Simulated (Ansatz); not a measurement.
Mg₂H₂⁺. The state is a doublet with charge 1. Geometry PBE-D4/def2-TZVP, that of the neutral singlet; atoms count from 1.

```xyz
4

Mg   -0.6735   -0.2448   -1.2521
Mg    0.6716    0.2422    1.2536
H    -1.4801   -0.5349   -2.7597
H     1.4820    0.5376    2.7582
```

The structure comes from a short search, and lower isomers may exist.

Problem. Estimate the Mulliken populations from the PBE0/def2-TZVP orbitals of Ansatz.

Solution. 
```tsv
atom	charge (e)	spin (α − β)
Mg1	0.50	0.23
Mg2	0.50	0.23
H3	0.00	0.27
H4	0.00	0.27
```
Mulliken values depend strongly on the basis.

Problem. Where does the spin sit?

Solution. Summed by element: Mg 0.47, H 0.53, of 1 unpaired in all. Largest on single atoms: H4 0.27, H3 0.27, Mg1 0.23.

Problem. And the Mayer bond orders between heavy atoms (over 0.3)?

Solution. Mg1–Mg2 0.36 (2.89 Å).
